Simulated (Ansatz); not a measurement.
# CH₂FN: how energies converge with the basis set

The task here is to estimate one member of a computed series from the others.

Method: one geometry, several basis sets; program: Ansatz 0.2.0, Gaussian basis.

Plan: PBE0-D4/def2-SVP; ωB97M-V/def2-SVP; PBE0-D4/def2-QZVPP; ωB97M-V/def2-QZVPP; CCSD(T)/cc-pV(D+d)Z; CCSD(T)/cc-pV(T+d)Z; CCSD(T)/cc-pV(Q+d)Z; the functionals' def2-TZVPP values are taken from earlier runs.

## Structure used throughout

The geometry comes from an earlier relaxation with PBE0-D4 in a triple-zeta def2 set; it is a stationary point.

SMILES `N=CF`, 5 atoms, charge 0, spin multiplicity 1.

Atoms are counted from 1 here; the program's logs count them from 0.

Bond lengths: N1–C2 1.242 Å, N1–H4 1.016 Å, C2–F3 1.329 Å, C2–H5 1.092 Å. Angles: C2–N1–H4 110.6°, N1–C2–F3 120.0°, N1–C2–H5 129.8°, F3–C2–H5 110.2°.

Geometry (Å):

```
N    -0.7199   -0.4544   -0.4398
C     0.2965   -0.0345    0.1373
F     1.2424   -0.8848    0.5208
H    -1.3439    0.3141   -0.6673
H     0.5748    0.9860    0.4076
```

Set-up of the first run:

Contents of in.yaml:

```yaml
crystal:
  periodic: [false, false, false]
  atoms:
    - {symbol: N, position_ang: [-0.719915, -0.454394, -0.439799]}
    - {symbol: C, position_ang: [0.296468, -0.034526, 0.137289]}
    - {symbol: F, position_ang: [1.242446, -0.884843, 0.520813]}
    - {symbol: H, position_ang: [-1.343939, 0.314087, -0.667296]}
    - {symbol: H, position_ang: [0.574840, 0.985975, 0.407593]}
basis:
  gaussian: {orbitals: def2-SVP}
hamiltonian: {xc: pbe0, dispersion: d4}
output: {orbitals: {seedname: orbitals}}
```

Run with:

```console
ansatz run in.yaml --threads 2 --pin off --events-out ev --progress --plain --max-ram 4352MiB
```

Steps of the session up to this table: PBE0-D4 in def2-SVP; ωB97M-V in def2-SVP; PBE0-D4 in def2-QZVPP; ωB97M-V in def2-QZVPP.

One of the session's tables, all rows but one given; the rest of the session is left out.

| functional | basis | HOMO (eV) | LUMO (eV) |
| --- | --- | --- | --- |
| PBE0-D4 | def2-SVP | ? | ? |
| PBE0-D4 | def2-TZVPP | -8.81 | -0.16 |
| PBE0-D4 | def2-QZVPP | -8.86 | -0.27 |
| ωB97M-V | def2-SVP | -10.96 | 2.61 |
| ωB97M-V | def2-TZVPP | -11.25 | 2.17 |
| ωB97M-V | def2-QZVPP | -11.30 | 1.82 |

Estimate the missing values for PBE0-D4, def2-SVP.

As computed: HOMO (eV): -8.54; LUMO (eV): 0.15. In the column «HOMO (eV)» it is the highest.
